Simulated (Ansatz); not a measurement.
Frontier orbitals of C2H3NS (`C1=NCS1`).

```xyz
7

C     0.764    0.173    0.839
N     0.643   -0.753   -0.033
C    -0.543   -0.198   -0.659
S    -0.577    1.246    0.500
H     1.526    0.262    1.609
H    -1.425   -0.832   -0.560
H    -0.388    0.103   -1.695
```

The species carries charge 0 and has multiplicity 1. The geometry is a stationary point of PBE0-D4/def2-TZVP. Basis def2-TZVPP, Ansatz.

A caution on the coupled-cluster cation, which keeps the state that its UHF reference found: spin contamination of the cation.

Orbital energies of one run (eV). Highest occupied ones, from the top: -5.88, -6.17, -8.04, -8.66, -10.64, -11.16, -11.71, -13.59, -17.13, -18.22, -24.25, -155.22, -155.38, -155.47. Empty: -1.49, -1.30, 0.55, 0.95, 1.83, 2.04.

Question: Which functional gave them?
A. CAM-B3LYP
B. BLYP
C. BHLYP
D. B3LYP

Answer: B. HOMO energies: BLYP -5.88, BHLYP -8.22, CAM-B3LYP -8.51, B3LYP -6.97 eV.

B3LYP here is the variant with VWN-RPA as its local correlation; programs differ in this.
